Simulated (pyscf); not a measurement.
Single points on ωB97X-D3(BJ)/def2-SVP structures (PySCF, gas phase).

Q: Estimate by transition-state theory the rate constant of HC≡C–OH₂⁺ + H₂ -> H₃O⁺ + HC≡CH (singlet surface; C–O, H–H broken, H–O, C–H formed) at 1200 K, with ωB97M-D3(BJ)/def2-TZVP energies (ideal gas, 1 atm, RRHO with modes under 100 cm⁻¹ raised to 100, one conformer, R ln 2 for chiral ones without a mode under 150 cm⁻¹; no tunnelling).

A: The electronic barrier is 35.2 kcal/mol and the thermal terms add +32.9, so ΔG‡ = 68.1 kcal/mol. With k_BT/h = 2.50e+13 s⁻¹ and RT = 2.385 kcal/mol, and a volume of 1.64e-19 cm³ per molecule at 1 atm, k = 1.6e-18 cm³ molecule⁻¹ s⁻¹. Wigner's tunnelling factor for 1317i cm⁻¹ would be 1.10. A shift of 1 kcal/mol in the barrier changes k by a factor 1.5. On the product side the descent ends in a bound adduct (not fully relaxed), 20.7 kcal/mol under the separated species and 99.9 kcal/mol under the saddle at ωB97X-D3(BJ)/def2-TZVP. At the saddle there is also a short C–H contact that neither side keeps. HC≡C–OH₂⁺ lies 84.3 kcal/mol over its isomer H₃C–C⁺=O (electronic energy, ωB97M-D3(BJ)/def2-TZVP). This is the saddle that the search found; another between the same sides may lie lower.
